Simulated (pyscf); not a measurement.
`[O]=[Mo](=[O])([OH])[Cl]` + `[OH2]` → `[O]=[Mo](=[O])([OH])[OH]` + `[ClH]` (four-centre exchange; singlet surface; Cl–Mo, H–O broken, Mo–O, Cl–H formed). Optimised with ωB97X-D3(BJ)/def2-SVP in PySCF. Energies in kcal/mol from the separated reactants.

```json
[
 {"level": "PBE/def2-TZVP", "barrier": "9.5", "reaction energy": "+6.8"},
 {"level": "r²SCAN/def2-TZVP", "barrier": "8.3", "reaction energy": "+6.8"},
 {"level": "B3LYP-D3(BJ)/def2-TZVP", "barrier": "(withheld)", "reaction energy": "+7.0"},
 {"level": "M06-2X/def2-TZVP", "barrier": "9.8", "reaction energy": "+7.3"},
 {"level": "ωB97M-D3(BJ)/def2-TZVP", "barrier": "11.2", "reaction energy": "+6.3"},
 {"level": "HF/def2-TZVP", "barrier": "(withheld)", "reaction energy": "(withheld)"}
]
```

Q: Complete the blanks.

A: 
- B3LYP-D3(BJ)/def2-TZVP, barrier: 10.6
- HF/def2-TZVP, barrier: 25.1
- HF/def2-TZVP, reaction energy: +5.8

The functionals in the table span 2.9 kcal/mol in this barrier, from r²SCAN to ωB97M-D3(BJ). On the reactant side the descent ends in an adduct with a Mo–O contact, 9.7 kcal/mol under the separated species and 20.6 kcal/mol under the saddle at ωB97X-D3(BJ)/def2-TZVP. On the product side the descent ends in a complex, 5.9 kcal/mol under the separated species and 7.7 kcal/mol under the saddle at ωB97X-D3(BJ)/def2-TZVP. What is counted as formed (Mo–O) is already present as a longer contact in the reactant adduct; forming that adduct is a step of its own. This is the saddle that the search found; another between the same sides may lie lower. Elements past Kr carry the def2 core potentials, without spin-orbit coupling.
